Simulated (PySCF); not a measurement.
Ligands exchanged one at a time, C H-Cl. All species are isolated molecules in the gas phase. Strings in code marks are SMILES. All members: neutral, multiplicity 1. Level: ωB97X-D3(BJ)/def2-TZVP // B3LYP-D3(BJ)/def2-TZVP (PySCF). Delta-SCF ions had no search for a lower state.  The removal energy is E(N − 1 electrons) − E(N electrons) at the parent's geometry; ε(HOMO) is measured against the vacuum level.

```
species          −ε(HOMO) (eV)  vertical ionisation energy (Delta-SCF) (eV)
---------------  -------------  -------------------------------------------
`CCl`                    10.99                                        11.41
`ClCCl`                  11.27                                        11.54
`ClC(Cl)Cl`              11.40                                        11.61
`ClC(Cl)(Cl)Cl`          11.61                                     withheld
`C`                      13.67                                        14.38
```

Task: Fit vertical ionisation energy (Delta-SCF) = a + b·x to the 4 complete rows by least squares, with x = −ε(HOMO) in eV. Give a, b and the rms residual, and predict the withheld value.

Result: Means of the 4 rows: x̄ = 11.832, ȳ = 12.235 eV. Σ(x − x̄)² = 4.5897 and Σ(x − x̄)(y − ȳ) = 5.2978, so b = 1.154 and a = ȳ − b·x̄ = -1.419 eV. The rms residual is 0.100 eV. At x = 11.61 the line gives 11.98 eV. The run for `ClC(Cl)(Cl)Cl` gave 11.73 eV, so the line is off by 0.25 eV, more than twice the rms residual.

Codes: PySCF.
